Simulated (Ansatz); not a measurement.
Input file:

```yaml
crystal:
  periodic: [false, false, false]
  atoms:
    - {symbol: O, position_ang: [-1.105095, 0.000385, 0.000000]}
    - {symbol: H, position_ang: [-1.354404, 0.926961, 0.000000]}
    - {symbol: H, position_ang: [-0.033095, 0.000385, 0.000000]}
    - {symbol: O, position_ang: [1.106905, 0.000385, 0.000000]}
    - {symbol: H, position_ang: [1.358764, -0.939565, 0.000000]}
basis:
  gaussian: {orbitals: def2-mTZVP}
magnetization: {spin_polarized: true, initial_magnetization: 1}
correlation: {method: ccsd, electrons: outside_noble_gas}
```

```sh
$ ansatz run in.yaml --threads 1 --pin off --events-out ev --progress --plain --max-ram 2393MiB
```

Output:

```
531 factors; integrals over basis functions are off by at most 1.2e-3 eV
mean field evaluation 1: about -4118.0101 eV, gradient 2.2e1 eV
mean field evaluation 2: about -4118.0289 eV, gradient 2.2e1 eV
mean field evaluation 4: about -4119.9962 eV, gradient 2.4e0 eV
mean field evaluation 8: about -4120.0690 eV, gradient 3.3e-1 eV
mean field evaluation 16: about -4120.0776 eV, gradient 3.3e-6 eV
mean field evaluation 32: about -4119.5424 eV, gradient 3.3e-2 eV
mean field evaluation 64: about -4120.0774 eV, gradient 1.6e-1 eV
mean field evaluation 96: about -4119.6513 eV, gradient 4.3e0 eV
mean field evaluation 128: about -4117.5971 eV, gradient 1.6e-2 eV
mean field -4120.07763119 eV, -151.4100602573 hartree, gradient 3.3e-6 eV, S^2 0.787218; 8 other end points of the search recorded, 0 dependent functions left out
determinant -4120.07763119 eV, -151.4100602573 hartree, with singles and doubles -4131.29424147 eV, -151.8222630821 hartree
determinant -4119.99297984 eV, -151.4069493775 hartree, with singles and doubles -4130.86918356 eV, -151.8066424920 hartree
determinant -4119.54246260 eV, -151.3903931744 hartree, with singles and doubles -4130.56059647 eV, -151.7953021256 hartree
determinant -4117.59709963 eV, -151.3189024039 hartree, with singles and doubles -4129.63643214 eV, -151.7613397130 hartree
determinant -4120.07763119 eV, -151.4100602573 hartree, with singles and doubles -4131.30990892 eV, -151.8228388504 hartree
determinant -4119.99297984 eV, -151.4069493775 hartree, with singles and doubles -4130.94836906 eV, -151.8095525055 hartree
2 core orbitals not correlated: weight in the atoms' cores, before any rotation towards them, 1.000 or more for the frozen orbitals, at most 0.000 for the correlated occupied ones
reference -4120.07763119 eV, -151.4100602573 hartree; 8, 7 occupied and 47, 48 virtual orbitals, 531 factors
second order -10.70742238 eV of doubles, -0.00000000 eV of singles
cycle   1  -11.23227740 eV  change    3.3e-7 eV  update   4.3e-6
Total energy: -4131.30990859 eV, -151.8228388383 hartree
```

Ran on 1 thread of Arm Neoverse V1, shared host: 8.5 s wall, 0.2 GiB peak host memory.
